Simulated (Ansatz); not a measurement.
```xyz
2

C     0.0000    0.0000   -0.6844
C     0.0000    0.0000    0.6844
```

UHF-MP2 on doublet C₂(-) was run in several spherical basis sets with Ansatz (development build ahead of 0.2.0). Frozen core: 2 orbitals. Caution: no diffuse functions for an anion.

(1) Rank the basis sets by the total energy that they give, lowest first, with the distance from the lowest.
A. cc-pVTZ
B. def2-TZVP
C. cc-pVDZ
D. 6-31G(d)

## Answers

(1) B (0.00 eV), A (0.24 eV), C (2.29 eV), D (2.99 eV).

Totals follow the description of the cores as much as that of the bonds, so this order isn't one of quality for chemistry.
